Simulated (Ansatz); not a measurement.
# SiHClF (SMILES F[SiH]Cl) at UCCSD(T)/STO-3G

Aim: the vertical ionisation energy of SiHClF at UCCSD(T)/STO-3G, from 2 runs. 

The results are computed with Ansatz 0.2.0.

76 further runs of the same task are left out: 16 that didn't finish, 60 set aside as unsound or not needed.

**1. Starting point**

SiHClF has 4 atoms, charge 0, and is taken as a doublet. As SMILES, `F[SiH]Cl`. The shape is that of a GFN2-xTB optimisation.

Bond lengths: F1–Si2 1.620 Å, Si2–Cl3 2.009 Å, Si2–H4 1.445 Å. Angles: F1–Si2–Cl3 105.9°, F1–Si2–H4 102.9°, Cl3–Si2–H4 115.7°.

**2. The energy at UCCSD(T)/STO-3G**

Contents of input.yaml:

```yaml
crystal:
  periodic: [false, false, false]
  atoms:
    - symbol: F
      position_ang: [-0.992950, -0.342310, 1.062500]
    - symbol: Si
      position_ang: [-0.204890, -0.223210, -0.347440]
    - symbol: Cl
      position_ang: [1.732630, -0.546640, 0.075470]
    - symbol: H
      position_ang: [-0.534790, 1.112160, -0.790530]
basis:
  gaussian:
    orbitals: STO-3G
total_charge: 0
magnetization:
  spin_polarized: true
  initial_magnetization: 1
correlation:
  method: ccsd_t
  frozen_orbitals: {Cl: 5, F: 1, H: 0, Si: 5}
accuracy: high
scf:
  omitted_lower_state_checks: [cluster_reference, increment]
```

On the command line:

```console
ansatz run input.yaml --threads 1 --pin off --max-ram 2610MiB --events-out events.jsonl --progress --plain --runs-dir runs
```

Output, shortened:

```text
Warning: RAYON_NUM_THREADS=1 ignored (pool sized by the plan → 1); use --threads N
Functional definition: HF
  name "HF"
[...]
435 factors; integrals over basis functions are off by at most 2.6e-8 eV
[...]
mean field -22825.49255294 eV, -838.8213796460 hartree, gradient 6.7e-8 eV, S^2 0.752695; 0 other end points of the search recorded, 0 dependent functions left out
11 core orbitals not correlated: weight in the atoms' cores, before any rotation towards them, 1.000 or more for the frozen orbitals, at most 0.000 for the correlated occupied ones
reference -22825.49255294 eV, -838.8213796460 hartree; 10, 9 occupied and 3, 4 virtual orbitals, 435 factors
second order -1.29164075 eV of doubles, -0.00000000 eV of singles
cycle   1  -1.50753107 eV  change   -2.2e-1 eV  update   6.7e-2
[...]
cycle  22  -1.69957010 eV  change   -1.6e-9 eV  update   1.4e-9
perturbative correction -0.08276666 eV, -0.0030416187 hartree
Total energy: -22827.27488970 eV, -838.8868793138 hartree
Checks for a lower state left out: cluster_reference, increment
```

It took 0.36 s on 1 thread of Arm Neoverse V1, shared host.

**3. The singlet cation**

Contents of job.yaml:

```yaml
crystal:
  periodic: [false, false, false]
  atoms:
    - {symbol: F, position_ang: [-0.992950, -0.342310, 1.062500]}
    - {symbol: Si, position_ang: [-0.204890, -0.223210, -0.347440]}
    - {symbol: Cl, position_ang: [1.732630, -0.546640, 0.075470]}
    - {symbol: H, position_ang: [-0.534790, 1.112160, -0.790530]}
basis:
  gaussian: {orbitals: STO-3G}
total_charge: 1
magnetization: {spin_polarized: false}
correlation: {method: ccsd_t, frozen_orbitals: {Cl: 5, F: 1, H: 0, Si: 5}}
accuracy: high
scf: {omitted_lower_state_checks: [cluster_reference, increment]}
```

On the command line:

```console
ansatz run job.yaml --threads 1 --pin off --max-ram 2610MiB --events-out events.jsonl --progress --plain --runs-dir runs
```

Output, shortened:

```text
Warning: RAYON_NUM_THREADS=1 ignored (pool sized by the plan → 1); use --threads N
[... 2 set-up lines as earlier in the session ...]
[...]
435 factors; integrals over basis functions are off by at most 2.6e-8 eV
[...]
mean field -22818.46422787 eV, -838.5630934637 hartree, gradient 1.4e-8 eV, S^2 0.000000; 0 other end points of the search recorded, 0 dependent functions left out
11 core orbitals not correlated: weight in the atoms' cores, before any rotation towards them, 1.000 or more for the frozen orbitals, at most 0.000 for the correlated occupied ones
reference -22818.46422787 eV, -838.5630934637 hartree; 9, 9 occupied and 4, 4 virtual orbitals, 435 factors
second order -2.19852213 eV of doubles, -0.00000000 eV of singles
cycle   1  -2.35291676 eV  change   -1.5e-1 eV  update   1.3e-1
[...]
cycle  28  -2.73643520 eV  change  -2.2e-10 eV  update   1.0e-9
perturbative correction -0.25606211 eV, -0.0094101091 hartree
Total energy: -22821.45672518 eV, -838.6730657115 hartree
Checks for a lower state left out: cluster_reference, increment
```

It took 0.28 s on 1 thread of Arm Neoverse V1, shared host.

**4. Results**

Level: UCCSD(T)/STO-3G, 11 core orbitals frozen.

| quantity | value |
| --- | --- |
| doublet SiHClF: total energy | -838.88688 Eh |
| doublet SiHClF: correlation energy (11 core orbitals frozen) | -65.5 mEh |
| doublet SiHClF: (T) correction | -3.04 mEh |
| doublet SiHClF: ⟨S²⟩ of the reference determinant | 0.753 |
| doublet SiHClF: T1 diagnostic | 0.014 |
| singlet cation: total energy | -838.67307 Eh |
| singlet cation: correlation energy (11 core orbitals frozen) | -110.0 mEh |
| singlet cation: (T) correction | -9.41 mEh |
| singlet cation: T1 diagnostic | 0.031 |
| vertical ionisation energy (to the singlet cation) | 5.818 eV |

In words: Removing an electron at fixed nuclei costs 5.82 eV (561 kJ/mol). Only the singlet of the ionised species was computed; a triplet could lie lower. In a minimal basis such a difference can be off by several eV, whatever the method. The triples (doublet SiHClF) make up 4.6 % of the correlation energy. The T1 diagnostic (singlet cation) of 0.031 is above the customary mark for such species, so a single reference may not serve. The triples (singlet cation) make up 8.6 % of the correlation energy.
